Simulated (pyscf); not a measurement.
Single points on ωB97X-D3(BJ)/def2-SVP structures (PySCF, gas phase). MP2 and CC: frozen core, UHF for open shells. ΔMP2 is the change of the MP2 total energy from the triple- to the quadruple-zeta basis.

Question: What is the homolytic dissociation enthalpy (298 K, CCSD(T)/def2-TZVPP + ΔMP2(QZVPP)) of the B–P bond of `[PH2][BH][PH2]`, to PH₂• + [HB–PH₂]•?

Answer: B–P to PH₂• + [HB–PH₂]•: 84.1 kcal/mol. The radicals are drawn with the spin at the cut bond; how far it spreads was not checked. [HB–PH₂]• lies 19.7 kcal/mol over its isomer H₂B–PH•, and others may lie lower still (electronic energy, ωB97M-D3(BJ)). The CCSD(T) − MP2 part came from Ansatz, without density fitting, on the same reference.
